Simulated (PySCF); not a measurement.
System: cubic BN. Method: MP2 (PySCF, GTH pseudopotentials, Gaussian basis).

The cell has the measured lattice parameters. Conventional cell: a = 3.6160 Å, b = 3.6160 Å, c = 3.6160 Å, α = 90.00°, β = 90.00°, γ = 90.00°.

The correlation energy at a fixed DZ basis:

```
k mesh  value (eV/atom)
------  ---------------
2×2×2           -3.0796
3×3×3           -3.3111
4×4×4           -3.3916
```

### Question
Taking the value to converge with the number of k points N as 1/N, extrapolate from the last two rows.

### Answer
With y = y∞ + c/w and weights w = 27 and 64 for the last two rows, y∞ = (w2 y2 − w1 y1)/(w2 − w1) = (64 × -3.3916 − 27 × -3.3111)/37 = -3.4503 eV/atom, which lies 0.0587 beyond the last row. Successive pairs of rows give -3.4086, -3.4503. The limit also hangs on the law assumed, so its last digits aren't firm.

The other settings are not extrapolated, so this is the limit in one setting alone.
